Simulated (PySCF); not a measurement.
**Ionisation energy of P by level of theory**

P [Ne] 3s2 3p3 [3p1/2^2 3p3/2^1, M_J = 3/2] → P⁺ [Ne] 3s2 3p2 [3p1/2^2, M_J = 0], as a difference of total energies. Computed with PySCF 2.14 in x2c-SVPall-2c with one added diffuse shell each of s, p type (5s5p1d, 25 functions), with the two-component X2C-1e Hamiltonian. Correlated levels: [Ne] frozen. "Screened" scales the spin-orbit matrix elements by Boettger's factors to mimic the two-electron term; Breit and QED terms are absent.

```
                    method  ionisation energy (eV)  error (eV)
           GHF (spin-free)                  10.060      -0.427
          GMP2 (spin-free)                  10.319      -0.168
 GHF (screened spin-orbit)                  10.038      -0.449
GMP2 (screened spin-orbit)                  10.297      -0.190
```

Reference: 10.487 eV (measured; NIST Atomic Spectra Database, ionization energies).

Errors of the correlated levels include the incompleteness of this basis and the frozen core.

The labels give the starting determinants; with spin-orbit coupling the two ends relaxed to ⟨J²⟩ = 3.75, ⟨L²⟩ = 0.00, ⟨S²⟩ = 3.75 and ⟨J²⟩ = 1.93, ⟨L²⟩ = 2.01, ⟨S²⟩ = 2.00.

The determinant of P⁺ mixes levels of different J (the jj label is only the starting occupation), so the difference between spin-free and spin-orbit rows is not the physical spin-orbit shift.
